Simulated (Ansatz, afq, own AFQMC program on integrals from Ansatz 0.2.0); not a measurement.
CuCH₃, singlet in def2-SVP, levels against CCSDT(Q)

```yaml
atoms:
  - { symbol: Cu, position_ang: [-0.6006, 0.0046, 0.0037] }
  - { symbol: C, position_ang: [2.4682, -0.0190, -0.0152] }
  - { symbol: H, position_ang: [2.8108, -1.0552, -0.0122] }
  - { symbol: H, position_ang: [2.8282, 0.4994, 0.8751] }
  - { symbol: H, position_ang: [2.8172, 0.4906, -0.9149] }
```

Connectivity, by distances: Cu ··· CH3.

Basis def2-SVP. Noble-gas cores (and the filled d shells of Ga–Kr and In–Xe) are frozen. AFQMC by an in-house program on the Cholesky factors that Ansatz 0.2.0 writes for its CCSD(T) run. ph-AFQMC/CISD is guided by a CISD state made of CCSD amplitudes; releasing the constraint for a short imaginary time cuts its bias at the price of noise, slowly where states lie close. Uncertainties: one standard error, sampling alone. The metal's outer-core s and p shells are frozen, which shifts wave-function levels against functionals.

Determinant: RHF, the one that the program's search chose, which needn't be the lowest solution. The geometry is a point of a scan.

No full CI on the walks' own integrals is used here; CCSDT(Q) serves as the reference and is uncertain by about the last step of the cluster series.

Cautions: no relativity below Rb; outer-core shells of the metal frozen; higher spins were not checked; restricted determinant unstable towards unrestricted (UHF 1.05 eV lower, ⟨S²⟩ 0.88); strong correlation (T1 0.031, weight of the determinant 0.80, largest double 0.26); the released energies move by 1.5 errors or more from one time to the next, so no released level is given (meV from the phaseless value at times in 1/Eh: -21 ± 12 at 0.24, -21 ± 13 at 0.51, -66 ± 19 at 0.99, -69 ± 23 at 1.50), though the last usable value meets CCSDT(Q) within the noise; the ph-AFQMC/CISD walk drifts between its halves (2.4 errors).

```
T1 diagnostic                               : 0.0310
weight of the determinant in the CISD state : 0.800
size of the correlated space                : 18 electrons in 50 orbitals
```

| level | correlation energy (eV) |
| --- | --- |
| MP2 | -12.4231 |
| CCSD | -12.2416 |
| CCSD(T) | -12.8327 |

Problem. Estimate where phaseless AFQMC with the Hartree–Fock trial lies against CCSD(T) on the same integrals.

Solution. 1.28 ± 1.18 kcal/mol above CCSD(T). The gap is under twice the noise, so this walk alone can't tell the two apart.

Reference: CCSDT(Q), correlation energy -12.815 eV.

```
        level  E − E(reference) (kcal/mol)  share of correlation (%)
      CCSD(T)                        -0.41                    100.14
        CCSDT                        -0.10                    100.04
  ph-AFQMC/HF                  0.87 ± 1.18                     99.71
ph-AFQMC/CISD                  2.37 ± 0.24                     99.20
```

A walk keeps the symmetry of its determinant, which the program's search chose and which needn't be the lowest solution, so a lower state of the same spin and another symmetry isn't excluded.
